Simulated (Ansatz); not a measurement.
This script drives the Python package of Ansatz (0.2.0).

`composite_c2h4.py`
```python
"""Relax C2H4(+) cheaply, then refine its energy."""

import itertools

import ansatz as az
from ase.data import atomic_numbers, covalent_radii
import numpy as np


def main() -> None:
    geometry_ang = [
        ("C", (-0.7634, -0.1229, -0.2737)),
        ("C", (0.7068, 0.0137, -0.0673)),
        ("H", (-1.2624, 0.8547, -0.1083)),
        ("H", (-1.171, -0.8699, 0.4384)),
        ("H", (1.3539, -0.8467, -0.1993)),
        ("H", (1.1361, 0.9709, 0.2102)),
    ]
    geometry = az.Crystal.molecule()
    for symbol, xyz in geometry_ang:
        geometry = geometry.atom(symbol, xyz)

    calc = (
        geometry.calculation()
        .basis(gaussian="def2-SVP")
        .functional("r2scan", dispersion="d3bj")
        .charge(1)
        .spin("collinear", total=1)
    )
    symbols = [site.symbol for site in geometry.cartesian_sites]
    start = np.array([site.position_ang for site in geometry.cartesian_sites], dtype=float)
    rep = calc.relax(force_tolerance=0.01, max_steps=100).run().report
    end = np.array(rep["positions_ang"])
    # pairs closer than 1.2 times the sum of covalent radii, before or after
    radius = [covalent_radii[atomic_numbers[s]] for s in symbols]
    span = lambda where, i, j: np.linalg.norm(where[i] - where[j])
    bonded = [(i, j) for i, j in itertools.combinations(range(len(symbols)), 2) if min(span(start, i, j), span(end, i, j)) < 1.2 * (radius[i] + radius[j])]
    print("pair        before    after (A)")
    for i, j in bonded:
        print(f"{symbols[i]}{i}-{symbols[j]}{j}".ljust(10), f"{span(start, i, j):8.4f} {span(end, i, j):8.4f}")

    minimum = az.Crystal.molecule()
    for symbol, place in zip(symbols, end):
        minimum = minimum.atom(symbol, place.tolist())
    at_minimum = minimum.calculation().charge(1).spin("collinear", total=1)
    # MP2 extrapolated to the basis limit, plus the small-basis difference CCSD(T) - MP2
    level = lambda method, basis: at_minimum.basis(gaussian=basis).correlation(method).run().report
    small, large, cluster = level("mp2", "cc-pVDZ"), level("mp2", "cc-pVTZ"), level("ccsd_t", "cc-pVDZ")
    corr = lambda each: (each["free_energy_ev"] - each["reference_energy_ev"]) / 27.211386246
    mp2_limit = (27 * corr(large) - 8 * corr(small)) / 19
    pieces = {"HF / cc-pVTZ": large["reference_energy_ev"] / 27.211386246, "MP2 correlation, DZ-TZ limit": mp2_limit, "CCSD(T) - MP2 / cc-pVDZ": corr(cluster) - corr(small)}
    for name, value in pieces.items():
        print(f"{name:32s} {value:14.6f} Ha")
    print(f"{'sum':32s} {sum(pieces.values()):14.6f} Ha")
    print("T1 diagnostic", round(cluster["correlation"]["coupled_cluster"]["t1_diagnostic"], 4))


if __name__ == "__main__":
    main()
```

It is started by `python composite_c2h4.py`. Estimate its wall time and peak memory on 1 thread of Arm Neoverse V1, with other jobs on the host.

It took about 22 s, with a peak of 0.23 GiB, for 4 runs of the engine.

```console
$ python composite_c2h4.py
DeckWarning: the engine holds no damping parameters fitted to this dispersion correction and functional, so the run takes those fitted to r2scan beside the three-body term, which d3bj leaves out (hamiltonian.dispersion, under Limitations)
pair        before    after (A)
C0-C1        1.4909   1.3909
C0-H2        1.1100   1.1030
C0-H3        1.1096   1.1030
C1-H4        1.0846   1.1029
C1-H5        1.0851   1.1030
HF / cc-pVTZ                         -77.736062 Ha
MP2 correlation, DZ-TZ limit          -0.297883 Ha
CCSD(T) - MP2 / cc-pVDZ               -0.041883 Ha
sum                                  -78.075827 Ha
T1 diagnostic 0.016
```
(Warnings from the package without file and line.)

Total energies depend on the basis set; only differences at equal settings carry meaning. The sum leaves out core correlation, relativity, the Hartree-Fock basis error and zero-point energy; a DZ-TZ extrapolation is rough. The run takes the species as open-shell (spin multiplicity 2), which needn't be its ground state. Inner cores stay frozen, so this is valence correlation. An extrapolation from small basis sets is rough. A dispersion term here runs with damping parameters fitted for another variant or functional.
